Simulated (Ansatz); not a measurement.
Results of LDA+SOC in Ansatz (plane waves, PAW) for hcp Hf.

Settings: plane-wave cutoff 520 eV, 24×24×14 k mesh (along the axes of the cell as run), Fermi–Dirac smearing 0.038 eV (set by the program), PAW data made under PBE.

Computed at the level's own relaxed cell.

Hill averages of the elastic tensor: K = 120.6 GPa, G = 54.3 GPa. Volume 20.762 Å³/atom, mean atomic mass 178.490 u.

Work out the density, the sound velocities of a polycrystal and the elastic Debye temperature, and Pugh's ratio at this level.

ρ = 1.66054 × 178.490/20.762 = 14.276 g/cm³. v_l = √[(K + 4G/3)/ρ] = 3.677 km/s and v_t = √(G/ρ) = 1.950 km/s. The mean follows from 3/v_m³ = 1/v_l³ + 2/v_t³: v_m = 2.179 km/s. Θ_D = (ħ/k_B) v_m (6π²/V)^(1/3) = 76.38 K Å s/km × 2.179 × 1.4182 Å⁻¹ = 236 K, counting all atoms of the cell. K/G = 2.22, to be set beside Pugh's rough bound of 1.75 between brittle and ductile metals.

Ansatz is a program for electronic structure.
